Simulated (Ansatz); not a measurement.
One change: `NC(N)S` becomes `NCS`.

Ansatz, PBE0-D4/def2-TZVP geometries, multiplicity 1. Each molecule was computed in one conformer, which needn't be the lowest.

| property | `NC(N)S` |
| --- | --- |
| HOMO energy (PBE/def2-TZVPP) / eV | -5.49 |
| HOMO energy (PBE0/def2-TZVPP) / eV | -6.79 |
| LUMO energy (PBE/def2-TZVPP) / eV | -0.62 |
| LUMO energy (B3LYP/def2-TZVPP) / eV | -0.01 |
| HOMO–LUMO gap (PBE/def2-TZVPP) / eV | 4.87 |
| LUMO energy (ωB97M-V/def2-TZVPP) / eV | 1.95 |

(1) What does the change do to each property? (An estimate is asked.)

## Answers

(1) The calculation gave: 
```
                             property  `NCS`  shift
    HOMO energy (PBE/def2-TZVPP) / eV  -5.66  -0.17
   HOMO energy (PBE0/def2-TZVPP) / eV  -6.94  -0.15
    LUMO energy (PBE/def2-TZVPP) / eV  -0.50   0.12
  LUMO energy (B3LYP/def2-TZVPP) / eV   0.09   0.10
  HOMO–LUMO gap (PBE/def2-TZVPP) / eV   5.16   0.29
LUMO energy (ωB97M-V/def2-TZVPP) / eV   2.05   0.10
```

With PBE0 the HOMO falls by 0.15 eV and the LUMO rises by 0.11 eV, so the gap widens by about 0.26 eV. PBE moves the HOMO by -0.17 eV and ωB97M-V by -0.13 eV. The zero-point energy changes by -47.1 kJ/mol with -6 modes.

B3LYP here is the variant with VWN-RPA as its local correlation; programs differ in this.
